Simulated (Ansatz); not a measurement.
# CH7BO: the cost of one run

Method: RKS PBE-D4/def2-SVP, in Ansatz 0.2.0.

1 further run of the same task is left out (it didn't finish).

### Step 1. The starting structure

Bond lengths: C2–H3 1.110 Å, C2–H4 1.110 Å, C2–H5 1.110 Å, B1–H6 1.190 Å, B1–H7 1.190 Å, B1–O8 1.710 Å, O8–H9 1.010 Å, C2–H10 1.168 Å, O8–H10 1.161 Å. Angles: H3–C2–H4 109.4°, H3–C2–H5 109.4°, H3–C2–H10 74.3°, H4–C2–H5 109.4°, H4–C2–H10 65.9°, H5–C2–H10 175.1°, H6–B1–H7 120.0°, H6–B1–O8 105.6°, H7–B1–O8 92.7°, B1–O8–H9 109.5°, B1–O8–H10 82.1°, H9–O8–H10 157.5°, C2–H10–O8 134.8°.

As a file:

```xyz
10

B     0.0000    0.0000    0.0000
C     0.0000    0.0000    1.9500
H    -0.9996   -0.3092    2.3205
H     0.7676   -0.7111    2.3205
H     0.2320    1.0203    2.3205
H     1.0305    0.0000   -0.5950
H    -1.0305    0.0000   -0.5950
O    -0.2190   -1.6079    0.5392
H    -0.6224   -2.1606   -0.2037
H    -0.1495   -1.0979    1.5797
```

### Step 2. A restrained relaxation towards end A

Springs on the bonds that form and break draw the guess towards this end; the thresholds are loose.

The input, input.yaml:

```yaml
crystal:
  periodic: [false, false, false]
  atoms:
    - { symbol: B, position_ang: [0.0, 0.0, 0.0] }
    - { symbol: C, position_ang: [0.0, 0.0, 1.95] }
    - { symbol: H, position_ang: [-0.9996, -0.3092, 2.3205] }
    - { symbol: H, position_ang: [0.7676, -0.7111, 2.3205] }
    - { symbol: H, position_ang: [0.232, 1.0203, 2.3205] }
    - { symbol: H, position_ang: [1.0305, 0.0, -0.595] }
    - { symbol: H, position_ang: [-1.0305, 0.0, -0.595] }
    - { symbol: O, position_ang: [-0.219, -1.6079, 0.5392] }
    - { symbol: H, position_ang: [-0.6224, -2.1606, -0.2037] }
    - { symbol: H, position_ang: [-0.1495, -1.0979, 1.5797] }
basis:
  gaussian: { orbitals: def2-SVP }
hamiltonian:
  xc: pbe
  dispersion: d4
relax:
  f_tol: 0.15
  max_steps: 25
  restrain:
    - { distance: [0, 7], at: 2.61, k: 30.0 }
    - { distance: [9, 1], at: 2.31, k: 30.0 }
    - { distance: [0, 1], at: 1.6, k: 30.0 }
    - { distance: [9, 7], at: 1.01, k: 30.0 }
output:
  orbitals: {}
```

Command:

```
$ ansatz run input.yaml --threads 1 --pin off --max-ram 2048MiB --backend cpu --events-out ev --progress --plain --runs-dir out
```

**Question.** How long does this run take on 1 thread of Arm Neoverse V2, shared host, and how much memory does it need?

About 19 s, with a peak of 0.13 GiB.
